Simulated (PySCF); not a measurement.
# Spin-Hamiltonian simulation

Molecule: SMILES C=C1C[C@@H]1N, C4H7N.

Bonds (- single, = double, # triple, : aromatic): C1=C2 1.323 Å, C2-C3 1.461 Å, C3-C4 1.530 Å, C4-N5 1.430 Å, C4-C2 1.468 Å. C1 carries H6, H7; C3 carries H8, H9; C4 carries H10; N5 carries H11, H12. Stereochemistry as in C=C1C[C@@H]1N. H6 is cis to C3; H8 is cis to N5 on the ring; H7 is trans to C3; H9 is trans to N5 on the ring.

- B3LYP/pcJ-1 coupling constants (spin–dipole term only in couplings to heteroatoms)
- PBE0-D3(BJ)/def2-SVP geometry
- NMR shieldings at CAM-B3LYP/pcSseg-2/GIAO
- code: PySCF 2.14
- no solvent, one conformer, fast rotation and ring inversion assumed for equivalent nuclei, non-relativistic Hamiltonian

Shifts are taken against calculated references (same method and geometry level): TMS for 1H (σref 31.34).

Shifts (ppm): H6 5.59, H7 5.72, H8 1.11, H9 1.26, H10 2.78.
Couplings (Hz): H6–H7: 1.3; H6–H8: -3.0; H6–H9: -2.6; H6–H10: -2.5; H7–H8: -3.8; H7–H9: -3.4; H7–H10: -1.6; H8–H9: -10.6; H8–H10: 3.7; H9–H10: 7.8.

The 5-spin Hamiltonian (Zeeman plus full scalar coupling among like nuclei) was diagonalised exactly; lines are Lorentzian, 0.7 Hz wide, and the maxima above 3 % are listed with the tallest set to 100.

Task: Give the 1H peak list of this spin system at 60 MHz.

Result: 
Hz from δ = 0 (height): 348.4 (27), 347.0 (50), 345.4 (48), 344.8 (58), 343.4 (100), 341.8 (72), 339.9 (79), 338.2 (63), 337.4 (93), 336.1 (72), 334.7 (90), 333.4 (67), 332.0 (42), 330.7 (29), 174.8 (27), 173.2 (30), 172.3 (30), 170.6 (38), 170.2 (39), 168.6 (39), 167.8 (60), 166.2 (61), 165.4 (39), 163.4 (49), 161.7 (38), 160.8 (38), 159.2 (33), 89.8 (10), 87.1 (12), 86.3 (12), 83.7 (12), 83.0 (7), 79.2 (56), 76.5 (66), 75.7 (68), 75.0 (65), 73.0 (68), 72.2 (97), 71.2 (74), 70.3 (74), 69.6 (74), 68.8 (79), 68.3 (78), 67.5 (72), 66.6 (74), 66.2 (68), 63.8 (52), 61.4 (13), 60.6 (12), 59.8 (7), 57.7 (11), 56.9 (7), 56.1 (6), 53.2 (5)

Task: And at 600 MHz?

Result: 
```csv
Hz,ppm,height
3437.1,5.728,35
3435.6,5.726,58
3433.6,5.723,63
3432.0,5.720,100
3430.5,5.717,64
3428.5,5.714,58
3427.0,5.712,36
3358.7,5.598,36
3357.4,5.596,40
3356.1,5.594,83
3354.8,5.591,86
3353.2,5.589,88
3351.9,5.587,81
3350.6,5.584,41
3349.3,5.582,35
1675.8,2.793,33
1674.2,2.790,38
1673.4,2.789,39
1671.9,2.787,53
1670.5,2.784,41
1669.6,2.783,40
1668.0,2.780,66
1666.5,2.777,40
1665.6,2.776,41
1664.2,2.774,53
1662.7,2.771,40
1661.9,2.770,39
1660.2,2.767,34
768.5,1.281,28
765.9,1.276,33
765.1,1.275,33
762.5,1.271,30
760.7,1.268,30
758.0,1.263,64
755.2,1.259,50
754.6,1.258,64
751.9,1.253,37
750.1,1.250,37
747.5,1.246,41
746.7,1.245,41
744.1,1.240,35
676.2,1.127,36
673.2,1.122,48
672.5,1.121,75
669.5,1.116,75
668.8,1.115,48
665.7,1.110,62
662.6,1.104,39
661.9,1.103,60
658.9,1.098,59
658.2,1.097,38
655.1,1.092,28
```

Task: Among coupled protons with different shifts, which pair is furthest from first order, and how does the field change that?

Result: H8 and H9: Δν/J is about 0.8 at 60 MHz (strongly coupled) and 8.5 at 600 MHz (intermediate, with clear roofing). J in Hz doesn't depend on the field, while Δν in Hz grows in proportion to it.

The OH or NH signal is concentration- and solvent-dependent in practice; the value given is the gas-phase one. Unscaled 3J(H,H) at this level run about 10 % above measured values.
